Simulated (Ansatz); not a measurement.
Consider the atomization: `C#CC(N)C=C` → 5 C• + 7 H• + N•.

Calculated with Ansatz (gas phase, PBE0-D4/def2-TZVP geometries, no zero-point term in ΔE). CCSD(T)/CBS is the MP2 limit (def2-TZVPP, def2-QZVPP) plus CCSD(T) − MP2 in def2-TZVPP, frozen cores. This one scheme is used for every species, atoms too. DFT in def2-TZVPP. B3LYP here is the variant with VWN-RPA as its local correlation; programs differ in this. No spin–orbit coupling; open shells (•) take unrestricted orbitals. Spin–orbit coupling would lower the free atoms: a little for C. Each species was taken in one conformer, which may not be the lowest.

CCSD(T)/CBS gives +5476.5 kJ/mol.

**Question.** Another level gave +5484.3 kJ/mol. Which?
A. B2PLYP/def2-TZVPP
B. PBE/def2-TZVPP
C. B3LYP-D4/def2-TZVPP
D. r2SCAN-D4/def2-TZVPP

**Answer.** D. r2SCAN-D4 5484.3, B3LYP-D4 5498.8, PBE 5636.1, B2PLYP 5445.4 kJ/mol.

Largest T1 diagnostic among the species: 0.011.

The D4 term adds +40.3 kJ/mol with B3LYP and +21.4 kJ/mol with PBE0; it sums over pairs of atoms, weighted by their polarisabilities, and B3LYP, whose exchange is more repulsive, gets the larger term. From PBE to PBE0 (25 % exact exchange), in def2-TZVPP and without D4, ΔE moves by −120.0 kJ/mol: exact exchange takes away binding that semilocal exchange gives to molecules.

For atomizations the MP2-based limit and the directly extrapolated one differ by several kJ/mol either way, and by 10 to 25 for some Ge, Se and Sn compounds, so smaller differences from it don't rank the levels.
